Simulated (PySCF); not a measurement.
Isomers of C3H4. Isolated molecules, 0 K electronic values unless said otherwise. Strings in code marks are SMILES.

Quantity: vertical ionisation energy (energy after one electron is removed minus that of the parent at the parent's geometry), in eV.

A: `C=C=C`
B: `C#CC`
C: `C1=CC1`

**Question.** Order them by vertical ionisation energy (energy after one electron is removed minus that of the parent at the parent's geometry) (lowest first) at the level B3LYP-D3(BJ)/def2-TZVP (PySCF).

**Answer.** C (9.78 eV), A (10.08 eV), B (10.30 eV)
